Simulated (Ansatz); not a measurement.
# C₂H₃ (doublet): wave-function methods side by side at distance C1–H3 = 1.238 Å, cc-pVDZ

How much of the correlation energy of C₂H₃ (doublet) does each wave-function method recover here?

Program: Ansatz 0.2.0, Gaussian basis. Level of theory: cc-pVDZ, core rule «outside noble gas», up to 2 orbitals frozen. These are calculated values, not measurements.

The runs, in order: UHF; CCSD(T) on ROHF; CCSD(T) on UHF; BCCD(T) on ROHF; CISD; CCSDT(Q) on ROHF; CCSDT(Q) on UHF; CASSCF and MRCISD+Q, 3 electrons in 3 orbitals; CASSCF and NEVPT2, 3 electrons in 3 orbitals.

23 further runs of the same task are left out: 1 for a mislabelled method, 18 that didn't finish, 4 set aside as unsound or not needed.

## 1. The geometry

The geometry derives from a PBE0/def2-TZVP stationary point (not a proven minimum). One bond is set to the value named and the two fragments are kept rigid.

5 atoms, charge 0, spin multiplicity 2.

Atoms are counted from 1 here; the program's logs count them from 0.

Bond lengths: C1–C2 1.428 Å, C1–H3 1.238 Å, C1–H4 1.099 Å, C1–H5 1.099 Å. Angles: C2–C1–H3 91.4°, C2–C1–H4 118.1°, C2–C1–H5 118.1°, H3–C1–H4 106.6°, H3–C1–H5 106.6°, H4–C1–H5 112.4°.

As a file:

| atom | x (Å) | y (Å) | z (Å) |
| --- | --- | --- | --- |
| C1 | -0.0161 | 0.0000 | 0.5946 |
| C2 | -0.0298 | 0.0000 | -0.8331 |
| H3 | 1.2217 | 0.0000 | 0.6128 |
| H4 | -0.3373 | 0.9129 | 1.1147 |
| H5 | -0.3373 | -0.9129 | 1.1147 |

## 2. UHF

in.yaml

```yaml
crystal:
  periodic: [false, false, false]
  atoms:
    - {symbol: C, position_ang: [-0.016120, 0.000000, 0.594573]}
    - {symbol: C, position_ang: [-0.029790, 0.000000, -0.833098]}
    - {symbol: H, position_ang: [1.221746, -0.000004, 0.612798]}
    - {symbol: H, position_ang: [-0.337341, 0.912927, 1.114739]}
    - {symbol: H, position_ang: [-0.337347, -0.912924, 1.114739]}
basis:
  gaussian: {orbitals: cc-pVDZ}
magnetization: {spin_polarized: true, initial_magnetization: 1}
hamiltonian: {xc: hf}
output: {orbitals: {seedname: orbitals}}
```

Launch:

```bash
ansatz run in.yaml --threads 1 --pin off --events-out ev --progress --plain --max-ram 2393MiB
```

After this run come: CCSD(T) on ROHF; CCSD(T) on UHF; BCCD(T) on ROHF; CISD; CCSDT(Q) on ROHF; CCSDT(Q) on UHF; CASSCF and MRCISD+Q, 3 electrons in 3 orbitals; CASSCF and NEVPT2, 3 electrons in 3 orbitals.

Before running them: what should the planned runs give, taken together? Wanted: UCCSDT(Q) below the RHF energy; RMP2 from UCCSDT(Q); UMP2 from UCCSDT(Q); RCCSD from UCCSDT(Q); RCCSD(T) from UCCSDT(Q); UCCSD(T) from UCCSDT(Q); RCCSDT(Q) from UCCSDT(Q); NEVPT2 pair from UCCSDT(Q); MRCISD+Q pair from UCCSDT(Q).

The runs gave:

| quantity | value |
| --- | --- |
| UCCSDT(Q) below the RHF energy | -7.5333 eV |
| RMP2 from UCCSDT(Q) | +120.4 kJ/mol |
| UMP2 from UCCSDT(Q) | +125.1 kJ/mol |
| RCCSD from UCCSDT(Q) | +23.7 kJ/mol |
| RCCSD(T) from UCCSDT(Q) | +3.5 kJ/mol |
| UCCSD(T) from UCCSDT(Q) | +3.7 kJ/mol |
| RCCSDT(Q) from UCCSDT(Q) | +0.1 kJ/mol |
| NEVPT2 pair from UCCSDT(Q) | +113.8 kJ/mol |
| MRCISD+Q pair from UCCSDT(Q) | +7.4 kJ/mol |
| levels within 1 kcal/mol (43 meV) | RCCSD(T), UCCSD(T), BCCD(T), RCCSDT, UCCSDT, RCCSDT(Q) |
| T1 diagnostic | 0.017 |

**Reading.** RCCSD(T) lands +3.5 kJ/mol from the yardstick (0.5 % of the correlation energy). Of the multireference levels listed MRCISD+Q pair comes nearest in total energy (+7.4 kJ/mol), which doesn't show that its space is the better one. These misses are within one basis, not against nature; the frozen cores of restricted and unrestricted runs differ, which can shift their rows.
